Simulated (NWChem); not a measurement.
Species: nitrogen (N2); SMILES N#N

```xyz
2

N      0.0000     0.0000     0.5447
N      0.0000     0.0000    -0.5447
```
Atoms are numbered in this order, from 1.

All runs: NWChem. Structure relaxed at the PBE0-D3(BJ)/def2-TZVP level. Level: M05-2X/def2-SVP with COSMO at NWChem's default radii, gas-phase geometry; rows give the dielectric constant.

```json
[
 {"dielectric constant": "2.0", "electrostatic solvation energy (kcal/mol)": "-0.2"},
 {"dielectric constant": "3.9", "electrostatic solvation energy (kcal/mol)": "-0.3"},
 {"dielectric constant": "4.8", "electrostatic solvation energy (kcal/mol)": "-0.4"},
 {"dielectric constant": "7.6", "electrostatic solvation energy (kcal/mol)": "-0.4"},
 {"dielectric constant": "78.4", "electrostatic solvation energy (kcal/mol)": "-0.5"}
]
```
